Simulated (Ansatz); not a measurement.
2H WSe2

Computed with PBE0-D3(BJ) (PAW; Ansatz, a quantum-chemistry and plane-wave program).

Cell: relaxed with PBE-D3(BJ): a = b = 3.279 Å, c = 12.786 Å, α = β = 90.00°, γ = 120.00°.

interlayer binding energy: 43.7 meV/Å²

Spin–orbit coupling is not included.

It cost around 27 core-minutes (rough) of CPU time.
